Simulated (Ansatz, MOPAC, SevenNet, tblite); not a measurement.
Trigonal Te, elastic constant C11

Reference value: 33 GPa (measured, temperature not stated, not corrected to a static lattice; as tabulated in Yi et al. (2018), arXiv:1712.00894).

| level (code) | value (GPa) | cell (Å³/atom) | difference (%) |
|---|---|---|---|
| GFN1-xTB (tblite) | 106 | 27.37 | +221 |
| PM7 semi-empirical Hartree-Fock (MOPAC) (MOPAC) | 21.4 | 30.80 | -35 |
| SevenNet-l3i5 (SevenNet) | 29.3 | 35.41 | -11.2 |
| PBE (Ansatz) | 28.1 | 35.12 | -14.8 |
| r²SCAN (Ansatz) | 20.0 | 36.41 | -39 |

The reference's temperature isn't stated, so close values are not ranked against it. Off by more than 25 % (a bound picked here): GFN1-xTB (+221 %), PM7 semi-empirical Hartree-Fock (MOPAC) (-35 %), r²SCAN (-39 %).

The measured value isn't corrected to a static lattice, so vibrations enter the comparison. A static lattice is as a rule stiffer than a warm one, by over a tenth in soft solids.  GFN1-xTB, PM7 semi-empirical Hartree-Fock (MOPAC): the method was fitted mainly to molecules. GFN1-xTB, PM7 semi-empirical Hartree-Fock (MOPAC): the run uses a supercell at the zone centre in place of a k mesh. PBE, r²SCAN: the cell comes from a level without a dispersion term, which matters for the spacing of layers, chains or molecules. Each level is taken at its own relaxed cell. Cutoffs and k meshes differ between the levels. Ansatz's density-functional and Hartree–Fock values are scalar-relativistic unless marked +SOC, with PAW data made under PBE.

Machine-learned potentials (SevenNet-l3i5) are trained on DFT data, which may include these solids.

Differences are worked out from the printed values.

Ansatz is a first-principles code.
